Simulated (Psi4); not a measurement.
**BF2 (SMILES F[B]F) at UHF/3-21G**

Aim: the energy change on altering one bond length of BF2 at UHF/3-21G, from 2 runs. 

Program for the calculation: Psi4 1.11.

### Step 1. Starting point

BF2: 3 atoms, total charge 0, spin state doublet. SMILES: `F[B]F`. The shape is that of a PBE0-D4/def2-TZVP optimisation.

Bond lengths: F1–B2 1.306 Å, B2–F3 1.306 Å. Angles: F1–B2–F3 121.1°.

### Step 2. Energy and gradient at UHF/3-21G

bf2.dat reads:

```
memory 1.6 GB

molecule mol {
  0 2
  F
  B 1 1.306127
  F 2 1.306177 1 121.13842
  units angstrom
  symmetry c1
}

set globals {
  basis 3-21G
  reference uhf
  puream true
  e_convergence 1e-09
  d_convergence 1e-08
  scf_type pk
  maxiter 200
}

e, wfn = gradient("hf", return_wfn=True)
oeprop(wfn, "DIPOLE", "LOWDIN_CHARGES", "WIBERG_LOWDIN_INDICES")
print_variables()
```

Command:

```
$ psi4 -i bf2.dat -o bf2.out -n 1
```

bf2.out:

```text
[...]
  Running in c1 symmetry.
[...]
  Nuclear repulsion =   55.302287879686446
[...]
  Multiplicity = 2
[...]
  Nalpha       = 12
  Nbeta        = 11
[...]
    Number of basis functions: 27
[...]
   @UHF iter   1:  -222.36466848459835   -7.67983e-01   1.22962e-02 ADIIS/DIIS
[...]
   @UHF iter  12:  -222.41026707214934    0.00000e+00   2.61257e-09 DIIS
[...]
   @S^2 Observed:                7.524980608E-01
[...]
    Orbital Energies [Eh]
    ---------------------
    Alpha Occupied:
       1A    -26.206114     2A    -26.205825     3A     -7.727122
       4A     -1.660450     5A     -1.627410     6A     -0.816787
       7A     -0.764421     8A     -0.738648     9A     -0.716218
      10A     -0.654303    11A     -0.648948    12A     -0.402961
    Alpha Virtual:
      13A      0.129130    14A      0.334288    15A      0.346870
      16A      0.582407    17A      0.589163    18A      0.837519
      19A      0.919184    20A      2.184542    21A      2.238608
      22A      2.293230    23A      2.332996    24A      2.399470
      25A      2.452374    26A      3.888825    27A      4.051286
[...]
  @UHF Final Energy:  -222.41026707214934
   => Energetics <=
    Nuclear Repulsion Energy =             55.3022878796864461
    One-Electron Energy =                -419.6369808908958703
    Two-Electron Energy =                 141.9244259390600860
    Total Energy =                       -222.4102670721493382
  UHF NO Occupations:
  HONO-2 :   10  A 1.9995808
  HONO-1 :   11  A 1.9993407
[...]
  -Total Gradient:
     Atom            X                  Y                   Z
    ------   -----------------  -----------------  -----------------
       1       -0.001395585596    -0.030133010989    -0.000000000000
       2        0.027860920122     0.015774332324     0.000000000000
       3       -0.026465334526     0.014358678664    -0.000000000000
[...]
 Multipole Moments:
 ------------------------------------------------------------------------------------
     Multipole            Electronic (a.u.)      Nuclear  (a.u.)        Total (a.u.)
 ------------------------------------------------------------------------------------
 L = 1.  Multiply by 2.5417464519 to convert [e a0] to [Debye]
 Dipole X            :         -0.4571301            0.1763971           -0.2807331
 Dipole Y            :         -0.2578013            0.0995117           -0.1582896
 Dipole Z            :          0.0000000            0.0000000            0.0000000
 Magnitude           :                                                    0.3222835
[...]
```

Run time: 2 s. Hardware: 1 thread of Intel Xeon Platinum 8375C at 2.90GHz (Ice Lake), shared host; peak memory 0.18 GiB.

### Step 3. The distorted shape: a single-point energy at UHF/3-21G

run.py reads:

```python
import psi4

psi4.set_memory('1600 MB')
psi4.set_num_threads(1)
psi4.set_output_file('bf2.out', False)

molecule = psi4.geometry("""
0 2
F      0.583336    -1.429774     0.153609
B      0.279000     0.240500     0.181300
F     -0.802900     0.738900    -0.354600
symmetry c1
no_reorient
no_com
""")

psi4.set_options({
    'basis': '3-21G',
    'reference': 'uhf',
    'puream': True,
    'e_convergence': 1e-09,
    'd_convergence': 1e-08,
    'scf_type': 'pk',
    'maxiter': 200,
})

energy_value, wavefunction = psi4.energy('scf', return_wfn=True)
psi4.oeprop(wavefunction, 'QUADRUPOLE', 'LOWDIN_CHARGES', 'MAYER_INDICES', title='SCF')
print(f'total energy {energy_value:.8f} hartree = {energy_value * 27.211386:.5f} eV')
for k, v in sorted(psi4.core.scalar_variables().items()):
    print(f'{k:45s} {v:18.10f}')
```

Command:

```
$ python run.py
```

bf2.out:

```text
[...]
  Running in c1 symmetry.
[...]
  Nuclear repulsion =   48.593030245616106
[...]
  Multiplicity = 2
[...]
  Nalpha       = 12
  Nbeta        = 11
[...]
    Number of basis functions: 27
[...]
   @UHF iter   1:  -222.25605337149076   -1.04255e+00   1.55526e-02 ADIIS/DIIS
[...]
   @UHF iter  16:  -222.34504972802887    0.00000e+00   4.05503e-09 DIIS
[...]
   @S^2 Observed:                7.630358529E-01
[...]
    Orbital Energies [Eh]
    ---------------------
    Alpha Occupied:
       1A    -26.251276     2A    -26.119962     3A     -7.776087
       4A     -1.681752     5A     -1.497593     6A     -0.827802
       7A     -0.742967     8A     -0.720308     9A     -0.658219
      10A     -0.580266    11A     -0.576675    12A     -0.443691
    Alpha Virtual:
      13A      0.077157    14A      0.236374    15A      0.300859
      16A      0.558730    17A      0.576231    18A      0.683236
      19A      0.864171    20A      2.187092    21A      2.222388
      22A      2.297241    23A      2.325360    24A      2.384990
      25A      2.426668    26A      3.699886    27A      3.908441
[...]
  @UHF Final Energy:  -222.34504972802887
   => Energetics <=
    Nuclear Repulsion Energy =             48.5930302456161058
    One-Electron Energy =                -406.7922751365072145
    Two-Electron Energy =                 135.8541951628622542
    Total Energy =                       -222.3450497280288687
  UHF NO Occupations:
  HONO-2 :   10  A 1.9995408
  HONO-1 :   11  A 1.9941524
[...]
 Multipole Moments:
 ------------------------------------------------------------------------------------
     Multipole            Electronic (a.u.)      Nuclear  (a.u.)        Total (a.u.)
 ------------------------------------------------------------------------------------
 L = 1.  Multiply by 2.5417464519 to convert [e a0] to [Debye]
 Dipole X            :          1.1312060           -1.0980745            0.0331315
 Dipole Y            :         10.2984063           -9.4776682            0.8207381
 Dipole Z            :          1.8192309           -1.7053248            0.1139061
 Magnitude           :                                                    0.8292668
 L = 2.  Multiply by 1.3450342976 to convert [e a0^2] to [Debye ang]
 Quadrupole XX       :        -45.1111029           33.0450937          -12.0660092
 Quadrupole XY       :         46.4443736          -44.6747910            1.7695827
[...]
```

The script printed:

```text
total energy -222.34504973 hartree = -6050.31697 eV
CURRENT ENERGY                                   -222.3450497280
CURRENT REFERENCE ENERGY                         -222.3450497280
DD SOLVATION ENERGY                                 0.0000000000
HF KINETIC ENERGY                                 221.1233233658
HF POTENTIAL ENERGY                              -443.4683730939
HF TOTAL ENERGY                                  -222.3450497280
HF VIRIAL RATIO                                     2.0055250904
NUCLEAR REPULSION ENERGY                           48.5930302456
ONE-ELECTRON ENERGY                              -406.7922751365
PCM POLARIZATION ENERGY                             0.0000000000
PE ENERGY                                           0.0000000000
SCF ITERATION ENERGY                             -222.3450497280
SCF ITERATIONS                                     16.0000000000
SCF TOTAL ENERGY                                 -222.3450497280
TWO-ELECTRON ENERGY                               135.8541951629
```

Run time: 2 s. Hardware: 1 thread of Intel Xeon Platinum 8375C at 2.90GHz (Ice Lake), shared host; peak memory 0.18 GiB.

### Step 4. Outcome

Level: UHF/3-21G.

```
                                                         quantity          value
                                        first shape: total energy  -222.41027 Eh
                                       first shape: dipole moment         0.82 D
                  first shape: HOMO energy (highest over α and β)      -10.97 eV
                   first shape: LUMO energy (lowest over α and β)        2.50 eV
                                                first shape: ⟨S²⟩          0.752
                            first shape: largest force on an atom     1.646 eV/Å
                                    distorted shape: total energy  -222.34505 Eh
                                   distorted shape: dipole moment         2.11 D
              distorted shape: HOMO energy (highest over α and β)      -12.07 eV
               distorted shape: LUMO energy (lowest over α and β)        1.21 eV
                                            distorted shape: ⟨S²⟩          0.763
energy change with the F1–B2 bond stretched from 1.306 to 1.698 Å       1.775 eV
```

In words: With the F1–B2 bond stretched from 1.306 to 1.698 Å the energy rises by 1.77 eV (171 kJ/mol). The first shape isn't relaxed at this level, so the change isn't measured from a minimum. The largest force (first shape) is 1.65 eV/Å: the shape isn't a stationary point for this species at this level.
